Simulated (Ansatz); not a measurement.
Basis-set extrapolation for C$_{3}$H$_{4}$FN, SMILES `C=CC(=N)F` (PBE0-D4/def2-TZVP geometry, frozen core, Ansatz). Multiplicity 1, RHF reference.

|  | def2-TZVPP | def2-QZVPP |
| --- | --- | --- |
| HF | -269.903636 | -269.915367 |
| MP2 correlation | -0.921017 | -0.989869 |
| CCSD(T) correlation | -0.985647 | not run |

Energies in hartree. Use E(X) = E(∞) + A·exp(−7.88·√X) for Hartree–Fock and E(X) = E(∞) + B·X^(−2.97) for correlation, with X = 3 and 4, and add CCSD(T) minus MP2 of the smaller set to the MP2 limit.

Problem. What is the CCSD(T) energy at the basis-set limit?

Solution. HF limit: -269.915367 + (-0.011731) × 0.13774 = -269.91698. MP2 limit: -0.989869 + (-0.068852) × 0.74074 = -1.04087. Higher-order term: -0.985647 − (-0.921017) = -0.06463. Total: -271.02248 hartree, 349.7 kJ/mol below CCSD(T)/def2-TZVPP.
